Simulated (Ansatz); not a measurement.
**Other spins and charges of H2Al–CH3, triplet at one geometry**

Geometry (PBE0/def2-TZVP stationary point for this spin, not checked as a minimum):

```yaml
atoms:
  - { symbol: Al, position_ang: [-0.0756, 0.0440, 0.7806] }
  - { symbol: C, position_ang: [0.0338, -0.0741, -1.4575] }
  - { symbol: H, position_ang: [0.7854, 1.3182, 0.1705] }
  - { symbol: H, position_ang: [0.7928, -1.1841, 1.3321] }
  - { symbol: H, position_ang: [-0.4616, -1.0447, -1.3779] }
  - { symbol: H, position_ang: [-0.5650, 0.7250, -1.8764] }
  - { symbol: H, position_ang: [1.0678, -0.1093, -1.7772] }
```

Basis cc-pVTZ; Ansatz 0.2.0. Correlated methods freeze the noble-gas cores. Prefix R: restricted or restricted open-shell reference; prefix U: unrestricted.

Gaps are energies of the second state less the first, at fixed atoms, for a selection of the levels run; each method lands on the state that its own search finds for that charge and spin.

HF rows are the lowest solutions found. Coupled cluster chose its determinant by trial CCSD, here up to 0.18 eV above the lowest Hartree–Fock solution of its kind, and MP2 stands on that determinant too.

Removing an electron, to the doublet: 7.323 eV at UCCSDT(Q).

| level | gap (eV) | error (meV) |
| --- | --- | --- |
| RHF | 7.055 | -268 |
| UHF | 7.059 | -264 |
| RMP2 | 7.267 | -56 |
| UMP2 | 7.276 | -47 |
| RCCSD | 7.295 | -28 |
| UCCSD | 7.295 | -28 |
| RCCSD(T) | 7.318 | -5 |
| UCCSD(T) | 7.318 | -5 |
| BCCD(T) | 7.320 | -3 |
| RCCSDT | 7.323 | 0 |
| UCCSDT | 7.323 | 0 |
| RCCSDT(Q) | 7.323 | 0 |
| PBE | 7.360 | 37 |
| r2SCAN | 7.482 | 159 |
| PBE0 | 7.417 | 94 |
| B3LYP | 7.399 | 76 |
| wB97M-V | 7.181 | -142 |
| B2PLYP | 7.299 | -24 |
| RPA-PBE | 7.651 | 328 |

Task: PBE gives 10.239 eV for removing an electron, to the quartet. Estimate what UCCSDT(Q) gives in cc-pVTZ.

Result: UCCSDT(Q) in cc-pVTZ gives 10.373 eV, so against it PBE is off by -0.134 eV.

| level | gap (eV) | error (meV) |
| --- | --- | --- |
| UHF | 9.459 | -914 |
| RMP2 | 10.297 | -76 |
| UMP2 | 10.307 | -66 |
| RCCSD | 10.369 | -4 |
| UCCSD | 10.350 | -23 |
| RCCSD(T) | 10.368 | -5 |
| UCCSD(T) | 10.369 | -4 |
| BCCD(T) | 10.374 | 1 |
| RCCSDT | 10.375 | 2 |
| UCCSDT | 10.373 | 0 |
| RCCSDT(Q) | 10.373 | 0 |
| r2SCAN | 10.222 | -151 |
| PBE0 | 10.291 | -82 |
| B3LYP | 10.367 | -6 |
| wB97M-V | 10.393 | 20 |
| B2PLYP | 10.291 | -82 |
| RPA-PBE | 10.601 | 228 |

Task: PBE gives 5.760 eV for quintet less triplet. Estimate what UCCSDT(Q) gives in cc-pVTZ.

Result: UCCSDT(Q) in cc-pVTZ gives 5.980 eV, so against it PBE is off by -0.220 eV.

```json
{"level": "UHF", "gap (eV)": "5.573", "error (meV)": "-407"}
{"level": "RMP2", "gap (eV)": "5.902", "error (meV)": "-78"}
{"level": "UMP2", "gap (eV)": "5.995", "error (meV)": "15"}
{"level": "RCCSD*", "gap (eV)": "6.027", "error (meV)": "47"}
{"level": "UCCSD", "gap (eV)": "6.025", "error (meV)": "45"}
{"level": "RCCSD(T)*", "gap (eV)": "5.988", "error (meV)": "8"}
{"level": "UCCSD(T)", "gap (eV)": "5.990", "error (meV)": "10"}
{"level": "BCCD(T)*", "gap (eV)": "5.992", "error (meV)": "12"}
{"level": "RCCSDT*", "gap (eV)": "5.985", "error (meV)": "5"}
{"level": "UCCSDT", "gap (eV)": "5.985", "error (meV)": "5"}
{"level": "RCCSDT(Q)*", "gap (eV)": "5.980", "error (meV)": "0"}
{"level": "r2SCAN", "gap (eV)": "5.743", "error (meV)": "-237"}
{"level": "PBE0", "gap (eV)": "5.842", "error (meV)": "-138"}
{"level": "B3LYP", "gap (eV)": "6.027", "error (meV)": "47"}
{"level": "wB97M-V", "gap (eV)": "6.241", "error (meV)": "261"}
{"level": "B2PLYP", "gap (eV)": "6.048", "error (meV)": "68"}
{"level": "RPA-PBE", "gap (eV)": "5.993", "error (meV)": "13"}
```

An asterisk marks runs whose energy the program itself flagged as in doubt.

Full CI isn't at hand for all of this; UCCSDT(Q) serves as the reference, and is uncertain by about the last step of the cluster series. The frozen core follows each run's orbitals, which can shift R against U totals by a few meV.
